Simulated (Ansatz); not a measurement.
C3H10N2 can be A, `CNCNC`, or B, `CCNCN`.

Calculated with Ansatz (gas phase, PBE0-D4/def2-TZVP geometries, no zero-point term in ΔE). CBS: MP2 limit from def2 TZ/QZ plus the TZ coupled-cluster correction, frozen cores. Functionals use def2-TZVPP. One conformer a species, not always the lowest.

A:

Z-matrix (Å, degrees):
```
C
N 1 1.449
H 1 1.092 2 109.3
H 1 1.097 2 114.3 3 -122.5
H 1 1.094 2 109.0 3 117.2
C 2 1.433 1 114.9 3 -179.6
H 2 1.012 1 111.0 3 53.6
N 6 1.456 2 114.8 1 -58.2
H 6 1.103 2 107.8 1 175.9
H 6 1.097 2 108.3 1 60.8
C 8 1.446 6 112.8 2 173.3
H 8 1.014 6 109.2 2 -64.5
H 11 1.092 8 109.9 6 176.8
H 11 1.103 8 114.3 6 55.1
H 11 1.094 8 109.4 6 -65.3
```

B:

Z-matrix (Å, degrees):
```
C
C 1 1.524
H 1 1.093 2 110.8
H 1 1.093 2 111.8 3 -120.0
H 1 1.094 2 110.9 3 119.6
N 2 1.447 1 116.3 3 -177.6
H 2 1.096 1 109.4 3 60.2
H 2 1.094 1 109.3 3 -55.6
C 6 1.441 2 115.6 1 -63.4
H 6 1.014 2 111.5 1 61.9
N 9 1.445 6 107.9 2 -175.6
H 9 1.103 6 106.7 2 -51.9
H 9 1.103 6 114.3 2 65.6
H 11 1.013 9 110.0 6 63.9
H 11 1.011 9 111.2 6 -175.8
```

Problem. Which is lower in electronic energy at CCSD(T)/CBS, and by how much? (Estimate.)

Solution. Ansatz gave: B, by 35.1 kJ/mol.

Problem. Give E(B) − E(A) in kJ/mol with ωB97M-V, B2PLYP, CCSD(T)/def2-TZVPP, r2SCAN-D4, CCSD/def2-TZVPP, HF/def2-TZVPP, PBE0-D4. (Estimate.)

Solution. The calculation gave: ωB97M-V -32.6, B2PLYP -31.5, CCSD(T)/def2-TZVPP -32.9, r2SCAN-D4 -32.7, CCSD/def2-TZVPP -33.0, HF/def2-TZVPP -30.4, PBE0-D4 -32.2. None reverses the order clearly.

Largest T1 diagnostic: 0.009.
